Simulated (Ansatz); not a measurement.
Two isomers of C4H6O: A = `OC1=CCC1`, B = `C1=CCOC1`.

Isolated molecules relaxed with PBE0-D4/def2-TZVP in Ansatz; ΔE leaves out vibrations. CCSD(T)/CBS is the MP2 limit (def2-TZVPP, def2-QZVPP) plus CCSD(T) − MP2 in def2-TZVPP, frozen cores. DFT in def2-TZVPP. B3LYP here is the variant with VWN-RPA as its local correlation; programs differ in this. One conformer a species, not always the lowest.

Question: Which isomer does CCSD(T)/CBS put lower? Give the gap. (Best estimate.)

Answer: Ansatz gave: B, by 9.6 kcal/mol.

Question: Give E(B) − E(A) in kcal/mol with CCSD/def2-TZVPP, BLYP-D4, MP2/def2-TZVPP, B2PLYP, HF/def2-TZVPP, B3LYP-D4, CCSD(T)/def2-SVP. (Estimate.)

Answer: Ansatz gave: CCSD/def2-TZVPP -10.4, BLYP-D4 -9.7, MP2/def2-TZVPP -8.1, B2PLYP -9.8, HF/def2-TZVPP -13.8, B3LYP-D4 -10.4, CCSD(T)/def2-SVP -10.1. None reverses the order clearly.

Question: Does the order hold for the free energy at 298.15 K (harmonic terms from PBE0-D4)? (Best estimate.)

Answer: Ansatz gave: Yes: G(B) − G(A) = -8.5 kcal/mol, for one conformer each.

Largest T1 diagnostic: 0.011.

Leaving LDA and LC-ωPBE aside and taking each functional with its dispersion term where it has one, the values, not all of them listed here, spread over 5.0 kcal/mol, from BHLYP-D4 to PBE-D4. From PBE to PBE0 (25 % exact exchange), in def2-TZVPP and without D4, E(B) − E(A) moves by −1.2 kcal/mol.
